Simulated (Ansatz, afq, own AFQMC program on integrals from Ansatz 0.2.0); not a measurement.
Integrals from Ansatz 0.2.0, then the random walk in our own AFQMC program (afq).

```yaml
crystal:
  periodic: [false, false, false]
  atoms:
    - {symbol: Ge, position_ang: [0.000048, 0.000000, 0.354437]}
    - {symbol: C, position_ang: [0.010265, 0.000000, -1.634875]}
    - {symbol: H, position_ang: [-1.051269, -0.000009, -1.923563]}
    - {symbol: H, position_ang: [0.462733, 0.894528, -2.069318]}
    - {symbol: H, position_ang: [0.462748, -0.894520, -2.069318]}
basis:
  gaussian: {orbitals: cc-pVDZ}
magnetization: {spin_polarized: true, initial_magnetization: 1}
correlation: {method: ccsd_t, electrons: outside_noble_gas, hamiltonian_folder: ham}
```

```sh
$ ansatz run in.yaml --threads 1 --pin off --events-out ev --progress --plain --max-ram 1382MiB
```

Options of the walk:

```
--method phaseless --trial cisd --walkers 60 --populations 1 --least-time 40 --time-step 0.005 --steps-per-block 50 --equilibration-blocks 28 --max-blocks 300 --target-error 0.0004 --factor-cut 1e-05 --start spin_pure --seed 5219 --release-times 0.24,0.51,0.99,1.62,2.4 --release-step 0.03 --release-every 4 --taylor-order 6
```

Times are imaginary, in 1/Eh. The walk had a cap of 1706 s. Filled inner d shells are frozen with the cores.

Output of the walk:

```
orbitals 41  electrons 6 5  factors 334 of 589
reference energy -2114.90603730 Eh
CCSD correlation -0.23856158 Eh in 13 cycles, weight of the determinant in the CISD state 0.8818
energy of the start -2115.144154 Eh
 block  time / (1/Eh)  mean weight  energy / Eh
     1     0.250  1.0002  -2115.140931
     2     0.500  0.9978  -2115.141882
     3     0.750  1.0014  -2115.145031
     4     1.000  1.0008  -2115.147555
     5     1.250  1.0005  -2115.147918
     9     2.250  1.0004  -2115.147288
    21     5.250  0.9991  -2115.153765
    33     8.250  1.0031  -2115.145465
    37     9.250  0.9982  -2115.149637
    53    13.250  0.9991  -2115.154579
    69    17.250  0.9994  -2115.154098
    85    21.250  0.9995  -2115.160463
   101    25.250  1.0013  -2115.152907
   117    29.250  1.0010  -2115.151717
   133    33.250  1.0009  -2115.148960
   149    37.250  0.9988  -2115.151280
   165    41.250  1.0003  -2115.148238
   181    45.250  1.0010  -2115.150211
   197    49.250  0.9998  -2115.152241
blocks merged  error / Eh  count
     1  0.000273  170
     2  0.000332  85
     4  0.000394  42
     8  0.000347  21
    16  0.000328  10
released: time / (1/Eh)  energy / Eh  error  mean overlap
  0.24  -2115.151874  0.000480  1.0135
  0.51  -2115.151912  0.000469  1.0098
  0.99  -2115.151557  0.000580  1.0256
  1.62  -2115.151382  0.000437  1.0082
  2.40  -2115.151532  0.000732  1.0295
energy -2115.151317 +/- 0.000394 Eh
(rows thinned)
```

The run passed its tests (sampling time, drift between the halves within three errors, error under three times the target), which doesn't prove that it has relaxed.

Against this walk (error 10.7 meV) on the same determinant: CCSD(T) 9.8 meV higher (within the noise). The error is statistical and leaves out the bias of the constraint. Released to 2.40 1/Eh the energy moves by -6 ± 23 meV (both errors), within twice the noise.

Cautions: constraint bias not in the error; no relativity below Rb; no spin-orbit coupling; inner d shell frozen.

The walk took 6.8 min on 1 thread of Intel(R) Xeon(R) 6975P-C (Granite Rapids) (shared host). The log's last line is the phaseless energy.

A walk keeps the symmetry of its determinant, which the program's search chose and which needn't be the lowest solution, so a lower state of the same spin and another symmetry isn't excluded.
